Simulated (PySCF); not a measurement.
Cyclopropanone, C₃H₄O, SMILES O=C1CC1, point group C2v.

Level: PBE0/pcSseg-1 in PySCF (density fitting, grid level 2); geometry and Hessian at that level, cubic constants and property derivatives from steps of ±0.6 along each species' dimensionless normal coordinates, second-order vibrational perturbation theory. The parent has the commonest isotopes.

Equilibrium geometry (Å):

```json
{"atom": "O1", "x": "1.6407", "y": "1.3578", "z": "-0.0835"}
{"atom": "C2", "x": "0.7212", "y": "0.5974", "z": "-0.0435"}
{"atom": "C3", "x": "0.2634", "y": "-0.7919", "z": "-0.0354"}
{"atom": "C4", "x": "-0.7276", "y": "0.4099", "z": "0.0315"}
{"atom": "H5", "x": "0.4024", "y": "-1.3880", "z": "0.8666"}
{"atom": "H6", "x": "0.3048", "y": "-1.3663", "z": "-0.9609"}
{"atom": "H7", "x": "-1.3330", "y": "0.6199", "z": "-0.8503"}
{"atom": "H8", "x": "-1.2357", "y": "0.5987", "z": "0.9772"}
```

An isotope shift is δ(isotopologue) − δ(parent), that is, the negative of the change in the averaged GIAO shielding; n counts bonds from the nearest label (0: the labelled atom itself). These are computed values; those of heavy atoms are rounded to 5 ppb, about the numerical noise. One-bond deuterium shifts of ¹³C at such levels come out too large, by a quarter to a half.

Problem. What isotope shifts arise with ¹³C at 2?

Solution. 
| nucleus | n | 0 K (ppb) | 100 K (ppb) |
| --- | --- | --- | --- |
| C2 | 0 | -70 | -70 |
| O1 | 1 | -395 | -390 |
| C3 | 1 | -25 | -20 |
| C4 | 1 | -25 | -20 |
| H5 | 2 | -2 | -2 |
| H6 | 2 | -2 | -2 |
| H7 | 2 | -2 | -2 |
| H8 | 2 | -2 | -2 |

Problem. What isotope shifts arise with ²H at 5?

Solution. 
```csv
nucleus,n,0 K (ppb),100 K (ppb)
H5,0,-128,-128
C3,1,-330,-325
C2,2,150,150
C4,2,-210,-210
H6,2,-17,-17
O1,3,765,770
H7,3,-9,-9
H8,3,-9,-9
```
